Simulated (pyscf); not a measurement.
# Four-centre exchange: HO–AsH₂ + water (H₂O) → HO–AsH₂ + water (H₂O)

Gas phase, singlet surface, charge 0. Bonds broken: O2–H7, H5–O6. Bonds formed: O2–H5, O6–H7. Single points on ωB97X-D3(BJ)/def2-SVP structures (PySCF, gas phase). Correlated levels are frozen-core, on RHF or UHF. ΔMP2 is the change of the MP2 total energy from the triple- to the quadruple-zeta basis.

Transition state (Å):

```xyz
8

As    -2.0690    -1.0582     0.0926
O     -0.5120    -0.2718    -0.3219
H     -1.5111    -2.0780     1.0846
H     -2.0652    -2.0966    -1.0288
H     -0.2384     0.9194     0.1570
O     -0.2181     1.8857    -0.5178
H     -0.5091     0.8502    -1.0014
H      0.7064     2.0615    -0.7440
```

One imaginary mode, 2187i cm⁻¹; descent along it reached the two sides named, in the forms told below.

| bond | change | reactant side (Å) | saddle | product side |
|---|---|---|---|---|
| O2–H7 | breaks | 0.975 | 1.312 | 3.2 |
| H5–O6 | breaks | 0.966 | 1.179 | 1.831 |
| O2–H5 | forms | 3.2 | 1.313 | 0.975 |
| O6–H7 | forms | 1.831 | 1.179 | 0.966 |

Electronic energies relative to the separated reactants (kcal/mol):

```
level                             barrier  reaction energy  reverse barrier
--------------------------------  -------  ---------------  ---------------
ωB97X-D3(BJ)/def2-TZVP               40.3              0.0             40.3
PBE/def2-TZVP                        31.0              0.0             31.0
r²SCAN/def2-TZVP                     34.2              0.0             34.2
B3LYP-D3(BJ)/def2-TZVP               37.9              0.0             37.9
PBE0-D3(BJ)/def2-TZVP                36.1              0.0             36.1
M06-2X/def2-TZVP                     38.6              0.0             38.6
ωB97M-D3(BJ)/def2-TZVP               39.7              0.0             39.7
HF/def2-TZVP                         61.1              0.0             61.1
MP2/def2-QZVPP                       39.0              0.0             39.0
CCSD/def2-TZVPP                      45.5              0.0             45.5
CCSD(T)/def2-TZVPP                   41.8              0.0             41.8
CCSD(T)/def2-TZVPP + ΔMP2(QZVPP)     42.1              0.0             42.1
```

With CCSD(T)/def2-TZVPP + ΔMP2(QZVPP) energies and thermal terms (ideal gas, 1 atm, RRHO with modes under 100 cm⁻¹ raised to 100, one conformer, R ln 2 for rigid chiral ones), in kcal/mol:

```
T (K)   ΔH‡   ΔG‡   ΔH   ΔG
-----  ----  ----  ---  ---
298    39.6  49.4  0.0  0.0
600    39.5  59.4  0.0  0.0
900    40.0  69.3  0.0  0.0
1200   40.9  78.9  0.0  0.0
```

On the reactant side the descent ends in a complex, 6.1 kcal/mol under the separated species and 46.4 kcal/mol under the saddle at ωB97X-D3(BJ)/def2-TZVP. On the product side the descent ends in a complex, 6.1 kcal/mol under the separated species and 46.4 kcal/mol under the saddle at ωB97X-D3(BJ)/def2-TZVP. One saddle was located; it need not be the lowest between these sides. The CCSD(T) − MP2 part came from Ansatz, without density fitting, on the same reference. The frozen core leaves the outer d or s,p core shells of the metals and heavy elements correlated in the MP2 and CC values, and def2-TZVPP describes them poorly, which can shift differences by a few kcal/mol. Elements up to Kr have no core potential and no relativistic terms here.
